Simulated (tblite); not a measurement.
Method: GFN2-xTB as coded in tblite; computed harmonic values from a numerical Hessian at the method's own geometry, unscaled. The method is semi-empirical: single wavenumbers can be off by several per cent or more. Modes of hydrogen on silicon can be 10 to 20 % off. One conformer each. Thermal functions are those of the rigid rotor and harmonic oscillator, without mixing of conformers.

Task: Order these by their zero-point energy, highest first (kJ/mol).
A. `CSc1cccc[n+]1C` ([C7H10NS]+)
B. `CC(C)[C@@]1([S-])C[C@H]1C#N` ([C7H10NS]-)
C. `P#C` (CHP)
D. `[SiH3]/C=P/C1CCCC1` (C6H13PSi)
E. `C=C/C=C/C=O` (C5H6O)
F. `CC[P+]1(C(C)=C1F)CC` ([C7H13FP]+)
G. `O=[S@@]1O[C@](CO1)(CC)F` (C4H7FO3S)

Result: F (470.7), D (444.3), A (402.7), B (397.8), G (300.1), E (240.9), C (35.6).

```
                     SMILES  atoms  mass (u)  symmetry number  modes under 300 cm⁻¹  ZPE (kJ/mol)  S translation (J/(mol K))  S rotation  S vibration      S     Cp
        CC[P+]1(CC)C(C)=C1F     22    147.07                1                    12         470.7                      171.1       125.2        182.3  478.7  191.5
         [SiH3]/C=P/C1CCCC1     21    144.05                1                     8         444.3                      170.8       125.1        128.9  424.9  167.0
             CSc1cccc[n+]1C     19    140.05                1                     7         402.7                      170.5       122.7         98.2  391.4  154.7
CC(C)[C@@]1([S-])C[C@H]1C#N     19    140.05                1                     8         397.8                      170.5       123.4        115.2  409.0  162.3
    CC[C@@]1(F)CO[S@](=O)O1     16    154.01                1                     6         300.1                      171.7       121.9        108.3  401.9  149.4
                C=C/C=C/C=O     12     82.04                1                     4         240.9                      163.8       109.8         60.3  333.8  102.9
                        C#P      3     43.98                1                     0          35.6                      156.0        56.0          4.2  216.3   38.5
```

Entropies and Cp are for 298.15 K and 1 bar.
